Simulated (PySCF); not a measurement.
Point groups of optimised structures. The calculation used PBE0/pcSseg-1 in PySCF (dipole) on a GFN2-xTB geometry, gas phase. The symmetry is that of the one conformer found, every atom within 0.08 Å of its image; none is proved a minimum here.

(1) What symmetry has dinitrogen (`N#N`)?

(2) Point group, rotor type and polarity of `C12C=CP(C=C1)(=C)C=C2`?

(3) Point group, rotor type and polarity of `[CH3:1][P:2]1(=[NH:3])[CH2:4][CH2:5][O:6][CH2:7][CH2:8]1` with C1–P2–C4–C5 162°, P2–C4–C5–O6 -64°, C4–C5–O6–C7 69°, C5–O6–C7–C8 -69°?

(4) Point group, rotor type and polarity of `[CH3:1][CH:2]([CH3:3])[C@@H:4]1[CH2:5][CH2:6][C@@H:7]([CH3:8])[CH2:9]1` with C1–C2–C4–C5 -57°, C2–C4–C5–C6 -160°, C4–C5–C6–C7 42°, C5–C6–C7–C8 -155°, C6–C7–C9–C4 9°?

## Answers

(1) D∞h; linear; symmetry number 2; dipole forbidden by symmetry (computed 0.00 D).

(2) Cs; near-prolate asymmetric top; symmetry number 1; 2 operations, which sort the 18 atoms into 13 sets; dipole 3.78 D, in the ac plane, which is the mirror.

(3) Cs; asymmetric top; symmetry number 1; 2 operations, which sort the 20 atoms into 13 sets; dipole 2.09 D, in the ac plane, which is the mirror; A, B, C = 2806, 1374, 1257 MHz.

(4) C1; asymmetric top; symmetry number 1; this conformer is chiral (no improper operation); dipole 0.12 D; A, B, C = 3124, 953.3, 779.6 MHz.
